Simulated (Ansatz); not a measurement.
**Molecular dynamics, step by step**

CH₆FN (SMILES N.CF), singlet, B3LYP-D4/def2-SVP (Ansatz 0.2.0). Settings (timestep in fs, temperature in K; T counts 21 degrees of freedom):

```yaml
hamiltonian: {xc: {name: B3LYP}, dispersion: d4}
md: {n_steps: 60, timestep: 1.0, temperature: 300, ensemble: nvt_nose_hoover, seed: 144, initial_velocities: maxwell_boltzmann}
```

Start (the SMILES describes the start alone):

N1  (0.011, -0.142, -1.783)
H2  (-0.802, -0.182, -2.386)
H3  (-0.094, 0.674, -1.191)
H4  (0.814, 0.020, -2.379)
C5  (0.022, -0.139, 1.571)
F6  (-0.141, 1.143, 1.072)
H7  (-0.843, -0.384, 2.190)
H8  (0.932, -0.163, 2.176)
H9  (0.102, -0.828, 0.729)
(Å)

```json
{"step": "0", "time (fs)": "0.00", "potential energy less the start (meV)": "0.0", "kinetic energy (meV)": "271.4", "T (K)": "300"}
{"step": "4", "time (fs)": "4.00", "potential energy less the start (meV)": "72.4", "kinetic energy (meV)": "201.7", "T (K)": "223"}
{"step": "8", "time (fs)": "8.00", "potential energy less the start (meV)": "159.9", "kinetic energy (meV)": "123.7", "T (K)": "137"}
{"step": "12", "time (fs)": "12.00", "potential energy less the start (meV)": "140.8", "kinetic energy (meV)": "144.7", "T (K)": "160"}
{"step": "16", "time (fs)": "16.00", "potential energy less the start (meV)": "162.7", "kinetic energy (meV)": "122.4", "T (K)": "135"}
{"step": "20", "time (fs)": "20.00", "potential energy less the start (meV)": "116.3", "kinetic energy (meV)": "167.3", "T (K)": "185"}
{"step": "24", "time (fs)": "24.00", "potential energy less the start (meV)": "172.3", "kinetic energy (meV)": "114.6", "T (K)": "127"}
{"step": "28", "time (fs)": "28.00", "potential energy less the start (meV)": "133.7", "kinetic energy (meV)": "149.4", "T (K)": "165"}
{"step": "32", "time (fs)": "32.00", "potential energy less the start (meV)": "51.3", "kinetic energy (meV)": "227.9", "T (K)": "252"}
{"step": "36", "time (fs)": "36.00", "potential energy less the start (meV)": "135.4", "kinetic energy (meV)": "151.8", "T (K)": "168"}
{"step": "40", "time (fs)": "40.00", "potential energy less the start (meV)": "207.6", "kinetic energy (meV)": "89.3", "T (K)": "99"}
{"step": "44", "time (fs)": "44.00", "potential energy less the start (meV)": "191.8", "kinetic energy (meV)": "107.3", "T (K)": "119"}
{"step": "48", "time (fs)": "48.00", "potential energy less the start (meV)": "98.2", "kinetic energy (meV)": "196.7", "T (K)": "217"}
{"step": "52", "time (fs)": "52.00", "potential energy less the start (meV)": "123.8", "kinetic energy (meV)": "173.7", "T (K)": "192"}
{"step": "56", "time (fs)": "56.00", "potential energy less the start (meV)": "125.2", "kinetic energy (meV)": "175.9", "T (K)": "194"}
{"step": "60", "time (fs)": "60.00", "potential energy less the start (meV)": "136.3", "kinetic energy (meV)": "169.9", "T (K)": "188"}
```

Step 20, positions (Å) and forces (eV/Å):

```json
{"atom": "N1", "x": "0.017", "y": "-0.156", "z": "-1.757", "Fx": "-0.538", "Fy": "-0.619", "Fz": "2.313"}
{"atom": "H2", "x": "-0.878", "y": "-0.019", "z": "-2.174", "Fx": "-0.918", "Fy": "0.160", "Fz": "-0.548"}
{"atom": "H3", "x": "0.071", "y": "0.505", "z": "-0.973", "Fx": "-0.038", "Fy": "-0.049", "Fz": "-0.293"}
{"atom": "H4", "x": "0.706", "y": "0.096", "z": "-2.400", "Fx": "1.485", "Fy": "0.595", "Fz": "-1.513"}
{"atom": "C5", "x": "0.021", "y": "-0.152", "z": "1.539", "Fx": "-0.097", "Fy": "0.305", "Fz": "-1.360"}
{"atom": "F6", "x": "-0.145", "y": "1.158", "z": "1.061", "Fx": "-0.032", "Fy": "-0.288", "Fz": "0.006"}
{"atom": "H7", "x": "-0.884", "y": "-0.420", "z": "2.105", "Fx": "0.006", "Fy": "-0.270", "Fz": "-0.116"}
{"atom": "H8", "x": "0.883", "y": "-0.136", "z": "2.193", "Fx": "0.525", "Fy": "-0.218", "Fz": "0.471"}
{"atom": "H9", "x": "0.219", "y": "-0.806", "z": "0.630", "Fx": "-0.393", "Fy": "0.384", "Fz": "1.040"}
```

Step 32, positions (Å) and forces (eV/Å):

```
atom       x       y       z      Fx      Fy      Fz
  N1   0.018  -0.161  -1.725   0.162  -0.373  -0.449
  H2  -0.886   0.047  -2.136  -0.577   0.052   0.255
  H3   0.159   0.492  -0.964  -0.163   0.419   0.197
  H4   0.630   0.156  -2.470   0.559  -0.022  -0.099
  C5   0.026  -0.137   1.516  -0.107  -0.207   0.420
  F6  -0.147   1.153   1.052   0.122  -0.059  -0.017
  H7  -0.888  -0.485   2.012  -0.253   0.112   0.211
  H8   0.860  -0.197   2.234   0.050   0.203  -0.021
  H9   0.206  -0.816   0.687   0.207  -0.126  -0.499
```

Step 52, positions (Å) and forces (eV/Å):

```json
{"atom": "N1", "x": "0.021", "y": "-0.125", "z": "-1.686", "Fx": "0.186", "Fy": "-1.396", "Fz": "-2.208"}
{"atom": "H2", "x": "-0.948", "y": "-0.110", "z": "-2.031", "Fx": "0.253", "Fy": "0.309", "Fz": "0.539"}
{"atom": "H3", "x": "0.213", "y": "0.619", "z": "-1.053", "Fx": "-0.086", "Fy": "1.036", "Fz": "0.405"}
{"atom": "H4", "x": "0.585", "y": "-0.024", "z": "-2.566", "Fx": "-0.371", "Fy": "0.075", "Fz": "1.198"}
{"atom": "C5", "x": "0.019", "y": "-0.148", "z": "1.511", "Fx": "-0.162", "Fy": "-0.947", "Fz": "-0.500"}
{"atom": "F6", "x": "-0.141", "y": "1.150", "z": "1.031", "Fx": "0.005", "Fy": "-0.661", "Fz": "0.031"}
{"atom": "H7", "x": "-0.913", "y": "-0.539", "z": "1.968", "Fx": "0.004", "Fy": "0.480", "Fz": "0.024"}
{"atom": "H8", "x": "0.811", "y": "-0.163", "z": "2.269", "Fx": "0.175", "Fy": "0.078", "Fz": "0.099"}
{"atom": "H9", "x": "0.257", "y": "-0.887", "z": "0.686", "Fx": "-0.003", "Fy": "1.026", "Fz": "0.411"}
```

Last step (60):

```xyz
9
angstrom
N 0.0248 -0.1189 -1.6786
H -0.9498 -0.1212 -1.9332
H 0.1603 0.7294 -1.1723
H 0.5744 -0.0583 -2.5181
C 0.0154 -0.1579 1.5231
F -0.1391 1.1372 1.0208
H -0.9586 -0.4308 1.9815
H 0.7952 -0.1629 2.2778
H 0.3339 -0.7934 0.5937
```

The run took about 48 s on 4 CPU threads of an Arm Neoverse N1 (shared host).
